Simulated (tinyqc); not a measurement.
RHF in the sto-6g basis, for H2O, spin multiplicity 1, step by step. Computed by tinyqc, a small Python program that keeps every step (integrals from PySCF). Settings: charge = 0, multiplicity = 1, basis = sto-6g, energy threshold = 1e-08, iteration cap = 90, orthogonalisation = symmetric, start = core, DIIS depth = 4, method = RHF. Command: `OMP_NUM_THREADS=1 python tinyqc.py 30606 30607 out.jsonl` (the two numbers bound the seeds that draw the settings). One thread of a shared host (Intel(R) Xeon(R) Processor @ 2.60GHz), about 0.1 s of CPU time with the checks.

Geometry (angstrom):

| atom | x | y | z |
|---|---|---|---|
| O | 0.00000 | 0.00000 | 0.00000 |
| H | 0.00000 | 0.92300 | 0.71100 |
| H | 0.00000 | -0.89100 | 0.68700 |

Stop when the energy changes by less than 1e-08 hartree and every element of the error matrix X^T (F D S - S D F) X is below 3e-05.

Course of the cycle:

| iteration | E (hartree) | change | largest element of the error matrix |
|---|---|---|---|
| 1 | -74.0215808 | - | 5.27e-01 |
| 2 | -75.4650370 | -1.44e+00 | 3.07e-01 |
| 3 | -75.6325764 | -1.68e-01 | 5.51e-02 |
| 4 | -75.6368770 | -4.30e-03 | 1.29e-02 |
| 5 | -75.6371954 | -3.18e-04 | 3.26e-03 |
| 6 | -75.6372391 | -4.37e-05 | 3.84e-04 |
| 7 | -75.6372394 | -3.40e-07 | 7.73e-06 |
| 8 | -75.6372394 | -1.26e-10 | 2.26e-06 |

Can the last value be used, and what does the course show?

Yes. Converged in 8 iterations. PySCF RHF in the same basis = -75.6372394 hartree.
